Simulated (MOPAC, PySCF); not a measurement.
Stepwise substitution at one centre (B Cl-H). All species are isolated molecules in the gas phase. Strings in code marks are SMILES.

Quantity: redistribution energy (mixed species minus the weighted end members), in kcal/mol. Semi-empirical values (MOPAC) are differences of heats of formation.

Level 1: frozen-core MP2/6-31G* // r2SCAN-D4/def2-TZVP (PySCF)
Level 2: HF/6-31G* // r2SCAN-D4/def2-TZVP (PySCF)
Level 3: PM3 // r2SCAN-D4/def2-TZVP (MOPAC)
Level 4: PM7 // r2SCAN-D4/def2-TZVP (MOPAC)

| species | level 1 | level 2 | level 3 | level 4 |
|---|---|---|---|---|
| 2 of 3 Cl replaced by H: `BCl` | -2.98 | -3.98 | -5.90 | 0.34 |
| 1 of 3 Cl replaced by H: `ClBCl` | -3.49 | -4.44 | -5.92 | 0.22 |
